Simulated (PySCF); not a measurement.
N₂.
Z-matrix (Å and degrees, PBE0-D3(BJ)/def2-SVP geometry), rows numbered from 1:
```
N 
N   1  1.0978
```

Computed, not measured: PBE0-D3(BJ)/def2-SVP geometry optimisation, gas phase in PySCF 2.14.0.

Masses are those of the commonest isotopes; rigid-rotor values at the optimised geometry. 

(1) What are the moment of inertia and the rotational constant?

(2) List the first levels of a rigid rotor in a Σ state.

(3) Has it a pure rotational spectrum?

(4) Estimate the classical rotational partition function at 25 K, 50 K and 500 K.

Results:

(1) I = 8.437 u·Å², B = 505379 MHz·u·Å²/I = 59898 MHz (1.9980 cm⁻¹, or 2.875 K as hB/k). For two atoms I = μr² with μ = 7.0015 u and r = 1.0978 Å.

(2) E(J) = BJ(J+1): J = 1: 3.996, J = 2: 11.988, J = 3: 23.976, J = 4: 39.960, J = 5: 59.939, J = 6: 83.915 cm⁻¹.

(3) Not by electric dipole: D∞h allows no dipole (computed 0.00 D). Rotational Raman lines (ΔJ = 2) lie at B(4J + 6), spaced by 4B = 7.992 cm⁻¹, with nuclear-spin weights that differ between even and odd J.

(4) Point group D∞h, symmetry number σ = 2; q = kT/(σhB), k/h = 20836.6 MHz/K: 4.3 at 25 K, 8.7 at 50 K, 87.0 at 500 K.

Whether it is a minimum is left open (no frequencies). Constants of a rigid frame at the computed geometry: no zero-point averaging, no centrifugal distortion.
